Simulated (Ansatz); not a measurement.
Relaxation of AlH5O2 (8 atoms, charge 0, multiplicity 1), to a largest force component of 0.03 eV/Å in at most 50 steps.

These are results of Ansatz, RKS PBE0/6-31G*, not measurements.

```xyz
8
Properties=species:S:1:pos:R:3
Al 0.146 0.394 -0.424
O -0.126 0.123 2.515
H -1.070 0.035 2.710
O 1.672 -0.110 -1.006
H 1.752 -0.936 -1.492
H -1.189 -0.369 -0.841
H 0.129 1.729 0.408
H -0.043 1.029 2.131
```

Problem. Where does it end, and by what steps?

Solution. The forces met the threshold. After 10 steps the energy has fallen by 0.680 eV; H3 moved furthest, 0.71 Å. Joined: Al1–O2 (2.96 → 2.05 Å).

```
step  energy less start (eV)  largest force component (eV/Å)  accepted
   0                  0.0000                           0.733       yes
   1                 -0.0811                           2.306       yes
   2                 -0.2524                           2.418       yes
   3                 -0.4977                           1.253       yes
   4                 -0.6161                           0.482       yes
   5                 -0.6388                           0.614       yes
   6                 -0.6602                           0.307       yes
   7                 -0.6749                           0.117       yes
   8                 -0.6778                           0.093       yes
   9                 -0.6791                           0.084       yes
  10                 -0.6796                           0.013       yes
```

```xyz
8
Properties=species:S:1:pos:R:3
Al 0.067 0.510 -0.144
O -0.004 0.078 1.855
H -0.896 -0.229 2.077
O 1.582 -0.101 -0.706
H 1.601 -1.001 -1.045
H -1.271 -0.330 -0.463
H 0.024 2.102 0.037
H 0.168 0.868 2.389
```

Time of the run: 22 s on 1 thread of Arm Neoverse V1 (shared host), peak memory 0.11 GiB.
